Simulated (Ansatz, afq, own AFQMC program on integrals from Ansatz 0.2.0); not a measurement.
# Where AFQMC and coupled cluster stand for CH4Ge, singlet

```xyz
6

Ge    0.0000    0.0165    0.3001
C     0.0000   -0.1611   -1.8315
H     0.0000    1.4083    0.9689
H     1.2475   -0.7666    0.7504
H    -1.2475   -0.7665    0.7504
H     0.0000    0.8567   -2.2729
```

Connectivity, by distances: GeH3–CH.

Basis 6-31G. Noble-gas cores (and the filled d shells of Ga–Kr and In–Xe) are frozen. Ansatz 0.2.0 and our own AFQMC program on the same integrals; the CISD trial comes from CCSD amplitudes, and released means the phaseless constraint is let go. Uncertainties: one standard error, sampling alone. No spin–orbit coupling.

Determinant: RHF, the one that the program's search chose, which needn't be the lowest solution. The geometry is a point of a scan.

No full CI on the walks' own integrals is used here. The released AFQMC energy serves as the reference, which it does only where one determinant dominates, the energy is flat over the last release times and near the phaseless one (40 meV or 2 meV an electron, half that with transition metals). On small molecules, where full CI could be run and the noise was under 10 meV, such values lay within 10 meV of it in 19 cases of 20, a flattering rate, since the rule was set on those same cases; what remains of the bias isn't in the error bar.

Cautions: no relativity below Rb; no spin-orbit coupling; inner d shell frozen; higher spins were not checked; restricted determinant unstable towards unrestricted (UHF 589 meV lower, ⟨S²⟩ 0.78); the released value is read at 2.40 1/Eh with a noise of 18 meV, more than in the cases checked (meV from the phaseless value at times in 1/Eh: -4 ± 10 at 0.24, 0 ± 9 at 0.51, -13 ± 10 at 0.99, 3 ± 16 at 1.62, -21 ± 18 at 2.40).

The T1 diagnostic is 0.0141 and the weight of the determinant in the CISD state is 0.881. The size of the correlated space is 12 electrons in 31 orbitals.

Reference: AFQMC with the constraint released, correlation energy -4.512 ± 0.018 eV.

```csv
level,E − E(reference) (meV),share of correlation (%)
HF,4511.9 ± 17.7,0.00
MP2,1211.0 ± 17.7,73.16
CCSD,145.8 ± 17.7,96.77
CCSD(T),47.2 ± 17.7,98.95
ph-AFQMC/CISD,20.7 ± 21.0,99.54
```

A walk keeps the symmetry of its determinant, which the program's search chose and which needn't be the lowest solution, so a lower state of the same spin and another symmetry isn't excluded. Released energies are given only where the last usable release times agree within the noise; a slower fall can still hide under it.
